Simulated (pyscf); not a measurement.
chloromethane (H₃C–Cl) + •H₂Si–Cl -> H₃C–SiH₂–Cl + Cl atom (Cl•) (substitution at C; doublet surface; C–Cl broken, C–Si formed). PySCF, gas phase, ωB97X-D3(BJ)/def2-SVP geometries. Energies in kJ/mol from the separated reactants.

```json
[
 {"level": "ωB97X-D3(BJ)/def2-TZVP", "barrier": "74.1", "reaction energy": "-36.7"},
 {"level": "PBE/def2-TZVP", "barrier": "50.9", "reaction energy": "-3.2"},
 {"level": "r²SCAN/def2-TZVP", "barrier": "?", "reaction energy": "-16.6"},
 {"level": "B3LYP-D3(BJ)/def2-TZVP", "barrier": "?", "reaction energy": "?"},
 {"level": "PBE0-D3(BJ)/def2-TZVP", "barrier": "62.0", "reaction energy": "-20.0"},
 {"level": "M06-2X/def2-TZVP", "barrier": "75.7", "reaction energy": "-21.9"}
]
```

Task: Complete the blanks.

Result: 
- r²SCAN/def2-TZVP, barrier: 55.7
- B3LYP-D3(BJ)/def2-TZVP, barrier: 58.3
- B3LYP-D3(BJ)/def2-TZVP, reaction energy: -28.8

The functionals in the table span 24.8 kJ/mol in this barrier, from PBE to M06-2X. One saddle was located; it need not be the lowest between these sides. The angle at the attacked C is 180°. Left out: the spin-orbit lowering of Cl.
